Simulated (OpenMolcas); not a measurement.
## How basis sets differ on C2H7P (dimethylphosphine)

The species is C2H7P (10 atoms), meant as a singlet with charge 0. SMILES: `CPC`. The coordinates come from a PBE0-D4/def2-TZVP relaxation.

Each level gives the HOMO–LUMO gap (eV). The values are calculated.

| level | kind | program | value (eV) | CPU time |
| --- | --- | --- | --- | --- |
| APF/def2-SV(P) | global hybrid | OpenMolcas | 7.80 | 6.3 s |
| APF/def2-SVP | global hybrid | OpenMolcas | 7.78 | 9.3 s |
| APF/def2-TZVP | global hybrid | OpenMolcas | 7.34 | 37 s |
| APF/def2-TZVPP (RICD fitting) | global hybrid | OpenMolcas | 7.34 | 36 s |

The values span 7.34 to 7.80 eV. Orbital gaps aren't excitation energies. CPU times are rough (shared hosts, several kinds of processor): they show what a rung costs within a factor of a few.
